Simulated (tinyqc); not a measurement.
Inside a calculation. Method: RHF in the sto-6g basis, for CH3+, spin multiplicity 1. One step of it, computed by the program tinyqc.

Task: Iteration 10 (converged): orbitals. Diagonalise F' = X^T F X, C = X C', fill 4 alpha and 4 beta electrons from the bottom; D = 2 C_occ C_occ^T. Each column has its largest component positive (the first on a tie).

converged F (hartree), order 1C 1s, 1C 2s, 1C 2px, 1C 2py, 1C 2pz, 2H 1s, 3H 1s, 4H 1s:
```
[[-11.738429, -2.993072, -0.000017, 0.000000, -0.000133, -0.750598, -0.749446, -0.749446],
 [-2.993072, -1.879920, -0.000211, 0.000000, 0.004416, -0.882753, -0.881944, -0.881944],
 [-0.000017, -0.000211, -0.777562, 0.000000, 0.000016, -0.617630, 0.308461, 0.308461],
 [0.000000, 0.000000, 0.000000, -0.777515, 0.000000, 0.000000, -0.534715, 0.534715],
 [-0.000133, 0.004416, 0.000016, 0.000000, -0.238684, 0.005713, 0.005696, 0.005696],
 [-0.750598, -0.882753, -0.617630, 0.000000, 0.005713, -0.794435, -0.254521, -0.254521],
 [-0.749446, -0.881944, 0.308461, -0.534715, 0.005696, -0.254521, -0.793750, -0.254054],
 [-0.749446, -0.881944, 0.308461, 0.534715, 0.005696, -0.254521, -0.254054, -0.793749]]
```

X, order 1C 1s, 1C 2s, 1C 2px, 1C 2py, 1C 2pz, 2H 1s, 3H 1s, 4H 1s:
```
[[1.026627, -0.158731, -0.000018, 0.000000, 0.000327, 0.022393, 0.022385, 0.022385],
 [-0.158731, 1.400729, 0.000332, 0.000000, -0.003822, -0.325986, -0.325479, -0.325479],
 [-0.000018, 0.000332, 1.182322, 0.000000, -0.000004, -0.335774, 0.167606, 0.167606],
 [0.000000, 0.000000, 0.000000, 1.182267, 0.000000, 0.000000, -0.290535, 0.290535],
 [0.000327, -0.003822, -0.000004, 0.000000, 1.000039, 0.003312, 0.003306, 0.003306],
 [0.022393, -0.325986, -0.335774, 0.000000, 0.003312, 1.249158, -0.030684, -0.030684],
 [0.022385, -0.325479, 0.167606, -0.290535, 0.003306, -0.030684, 1.248649, -0.030689],
 [0.022385, -0.325479, 0.167606, 0.290535, 0.003306, -0.030684, -0.030689, 1.248649]]
```

Give: F' = X^T F X; orbital energies; coefficients C; D after iteration 10.

Result:

F' = X^T F X (hartree):
```
[[-11.530, -1.480, 0.000, 0.000, 0.000, -0.120, -0.120, -0.120],
 [-1.480, -0.886, 0.000, 0.000, -0.001, -0.436, -0.436, -0.436],
 [0.000, 0.000, -0.443, 0.000, 0.000, -0.498, 0.249, 0.249],
 [0.000, 0.000, 0.000, -0.443, 0.000, 0.000, -0.431, 0.431],
 [0.000, -0.001, 0.000, 0.000, -0.239, 0.004, 0.004, 0.004],
 [-0.120, -0.436, -0.498, 0.000, 0.004, -0.278, -0.058, -0.058],
 [-0.120, -0.436, 0.249, -0.431, 0.004, -0.058, -0.278, -0.058],
 [-0.120, -0.436, 0.249, 0.431, 0.004, -0.058, -0.058, -0.278]]
```

orbital energies (hartree): [-11.741, -1.270, -0.952, -0.952, -0.239, 0.200, 0.289, 0.289]

coefficients C, order 1C 1s, 1C 2s, 1C 2px, 1C 2py, 1C 2pz, 2H 1s, 3H 1s, 4H 1s:
```
[[0.996, -0.224, 0.000, 0.000, -0.003, -0.197, 0.000, -0.001],
 [0.019, 0.736, -0.001, 0.000, 0.017, 1.328, 0.000, 0.007],
 [0.000, 0.000, 0.645, 0.001, 0.000, -0.005, 0.000, 1.073],
 [0.000, 0.000, -0.001, 0.645, 0.000, 0.000, 1.073, 0.000],
 [0.000, -0.003, 0.000, 0.000, 1.000, -0.020, 0.000, 0.000],
 [-0.004, 0.181, 0.411, 0.001, -0.006, -0.733, 0.000, -1.021],
 [-0.004, 0.180, -0.206, 0.356, -0.006, -0.740, -0.881, 0.505],
 [-0.004, 0.180, -0.205, -0.356, -0.006, -0.740, 0.881, 0.505]]
```

D after iteration 10, order 1C 1s, 1C 2s, 1C 2px, 1C 2py, 1C 2pz, 2H 1s, 3H 1s, 4H 1s:
```
[[2.084, -0.291, 0.000, 0.000, 0.001, -0.088, -0.088, -0.088],
 [-0.291, 1.085, 0.000, 0.000, -0.004, 0.266, 0.266, 0.266],
 [0.000, 0.000, 0.832, 0.000, 0.000, 0.530, -0.265, -0.265],
 [0.000, 0.000, 0.000, 0.833, 0.000, 0.000, 0.459, -0.459],
 [0.001, -0.004, 0.000, 0.000, 0.000, -0.001, -0.001, -0.001],
 [-0.088, 0.266, 0.530, 0.000, -0.001, 0.403, -0.104, -0.104],
 [-0.088, 0.266, -0.265, 0.459, -0.001, -0.104, 0.403, -0.104],
 [-0.088, 0.266, -0.265, -0.459, -0.001, -0.104, -0.104, 0.403]]
```
